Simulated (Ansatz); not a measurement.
Zinc-blende HgTe, treated with B3LYP (VWN-RPA form) (PAW; Ansatz, an electronic-structure program).

Run with plane-wave cutoff 460 eV, 8×8×8 k mesh, Fermi–Dirac smearing 0.01 eV, scalar-relativistic PAW data made under PBE.

Computed at the level's own relaxed cell.

What does this level give for the volume per atom, bulk modulus B0, equilibrium lattice constant a and pressure derivative B′ of the bulk modulus?


- volume per atom = 37.77 Å³/atom
- bulk modulus B0 = 33.3 GPa
- equilibrium lattice constant a = 6.710 Å
- pressure derivative B′ of the bulk modulus = 5.2

The run finds no gap.

Measured, for comparison: equilibrium volume per atom 33.70 Å³/atom, lattice constant a 6.46 Å (room temperature, no zero-point or thermal correction; as tabulated in Cava et al. (2013), arXiv:1302.1059); bulk modulus 42.3 GPa (temperature not stated, no zero-point or thermal correction; as tabulated in Toher et al. (2017), arXiv:1611.05714). Computed (rounded) less measured: equilibrium volume per atom +12.1 %, bulk modulus -21 %, lattice constant a +3.9 %.

Note: the cell is over a tenth larger than the published one (another phase or state, or a fault of the published cell, is possible).

Spin–orbit coupling is not included; it can open a gap where bands touch, and shift volumes and moduli.

The computed numbers hold no vibrational or temperature effects.
